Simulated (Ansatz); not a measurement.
C axis length (Å) along a series of related solids, from rVV10 in Ansatz (PAW); HSE06 (plane waves, PAW; Ansatz, a quantum-chemistry and plane-wave program).

| solid | rVV10 | HSE06 | measured |
|---|---|---|---|
| double-hcp La | 12.148 | 12.192 | 12.171‡ |
| hcp Hf | 5.078 | 5.071 | 5.051‡ |
| hcp Re | 4.518 | 4.454 | 4.458‡ |
| hcp Os | 4.384 | 4.302 | 4.320‡ |

HSE06 less measured, from the printed values: double-hcp La‡ +0.17 %, hcp Hf‡ +0.40 %, hcp Re‡ -0.09 %, hcp Os‡ -0.42 %.

A member of the series is missing where a level wasn't run or failed, where a doubt is noted on the run or the magnetic state, for phases of high temperature or layered ones, and where values are held back for tests.

Ansatz's runs of these crystals have no spin polarisation.

Spin–orbit coupling is left out, also for the solids with elements from indium on (double-hcp La, hcp Hf, hcp Re, hcp Os); its size isn't shown.

Exact exchange on metals is sensitive to the k mesh.

Ansatz's density-functional and Hartree–Fock values are scalar-relativistic unless marked +SOC, with PAW data made under PBE.

Measured values are for low temperature or corrected to a static lattice; ‡ marks uncorrected values at room or unstated temperature. References as tabulated in Wikipedia's data pages.
